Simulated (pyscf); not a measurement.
Optimised with ωB97X-D3(BJ)/def2-SVP in PySCF.

Question: How much does it cost (ΔH, 298 K, ωB97M-D3(BJ)/def2-TZVP) to split `[CH2]=[CH][CH]([CH3])[CH2][OH]` at its C–C bond into •HC=CH₂ + H₃C–CH•–CH₂–OH?

Answer: C–C to •HC=CH₂ + H₃C–CH•–CH₂–OH: 4.34 eV. The 7 functionals that were run give +3.91 (r²SCAN) to +4.36 eV (ωB97X-D3(BJ)). The radicals are drawn with the spin at the cut bond; how far it spreads was not checked. H₂C=CH–CH(CH₃)–CH₂–OH lies 0.87 eV over its isomer H₃C–CH₂–CH₂–C(CH₃)=O, and others may lie lower still (electronic energy, ωB97M-D3(BJ)). Other isomers of •HC=CH₂, H₃C–CH•–CH₂–OH were not searched in full and may lie lower.
